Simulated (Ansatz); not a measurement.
## Bulk modulus of some cubic elemental metals

Method: r²SCAN0 (Ansatz, a first-principles code, PAW). References are measured values corrected to a static lattice. The table is a random draw of 14 from 19 solids with such references.

Values in GPa.

| solid | reference | r²SCAN0 | error (%) |
|---|---|---|---|
| fcc Ni | 192 (186–195) | 198 | +3.1 |
| fcc Ag | 110 (104–111) | 90.7 | -17.5 |
| bcc Mo | 265 (265–278) | 300 | +13.2 |
| bcc K | 3.75 | 3.41 | -9.1 |
| fcc Al | 80.8 (77.1–82.0) | 95.0 | +17.6 |
| bcc Li | 13.8 (13.1–13.9) | 12.7 | -8.0 |
| fcc Rh | 271 (271–289) | 309 | +14.0 |
| fcc Au | 182 | 153 | -15.9 |
| fcc Pt | 289 | 282 | -2.4 |
| fcc Sr | 12.5 | 12.6 | +0.8 |
| bcc W | 312 (300–328) | 345 | +10.6 |
| fcc Pd | 195 (187–198) | 182 | -6.7 |
| fcc Cu | 144 | 142 | -1.4 |
| bcc Ta | 198 | 195 | -1.5 |

Over these 14 solids the mean error is -0.2 %, the mean absolute error 8.7 % (median 8.5 %), and the worst case fcc Al at +17.6 %; the value is below the reference in 8 of 14 cases. Over all 19, from unrounded values, the mean error is +1.2 % and the mean absolute error 9.8 % (median 9.2 %).

All these references are brought to a static lattice.

Spin–orbit coupling is left out, also for the solids with elements from indium on (fcc Au, fcc Pt, bcc W, bcc Ta); its size isn't shown.

Exact exchange on metals is sensitive to the k mesh.

Brackets give the range of the sources taken for a reference, where it is wide; it can hold other temperatures.

Differences are worked out from the printed values.

Each level is taken at its own relaxed cell. Ansatz's density-functional and Hartree–Fock values are scalar-relativistic unless marked +SOC, with PAW data made under PBE.

Ansatz's runs of these crystals have no spin polarisation, but for fcc Ni. Meta-GGAs and exact exchange favour moments, which can bear on fcc Ni, fcc Rh, fcc Pt, fcc Pd.

Density-functional runs with spin start from parallel moments for fcc Ni.

Not in this set, of the elemental metals with a reference value in our tables and a result at some level: 15 for no value at r²SCAN0 (not run, a failed fit, an unstable or unbound cell, or a value held back for tests); 6 for sources at odds; 3 for a reference at room or unstated temperature; 1 for a run that failed a test (r²SCAN0). These can be a level's best or worst cases. Solids without a released value at any level aren't counted. Layered and molecular crystals are counted apart. The metals Ce to Yb are counted apart.

References as tabulated in Levämäki et al. (2014), arXiv:1402.3671; Mejia-Rodriguez and Trickey (2018), arXiv:1807.09216; doi:10.1021/acs.jctc.3c00612.
